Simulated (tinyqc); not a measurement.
Worked calculation: Hueckel theory of the pi electrons with the omega technique, for the molecule c1c[cH+]1 (SMILES; centres numbered as the heavy atoms are written). One step of it, computed by the program tinyqc.

Question. Omega technique, round 1. h_r = h_r(0) + omega q_r, omega = 1.4, with q_r = z_r - P_rr; 0.5 of the old diagonal is kept.

Hueckel matrix in units of beta (H = alpha + beta A), lower triangle:
```
          1C        2C        3C
1C  0.000000
2C  1.000000  0.000000
3C  1.000000  1.000000  0.000000
```

charge and bond-order matrix P, lower triangle:
```
          1C        2C        3C
1C  0.666667
2C  0.666667  0.666667
3C  0.666667  0.666667  0.666667
```

Centres:
```
centre  z_r, pi electrons of the neutral centre         h
1C                                            1  0.000000
2C                                            1  0.000000
3C                                            1  0.000000
```

Give: matrix after round 1.

Answer.

matrix after round 1, lower triangle:
```
       1C     2C     3C
1C  0.233
2C  1.000  0.233
3C  1.000  1.000  0.233
```
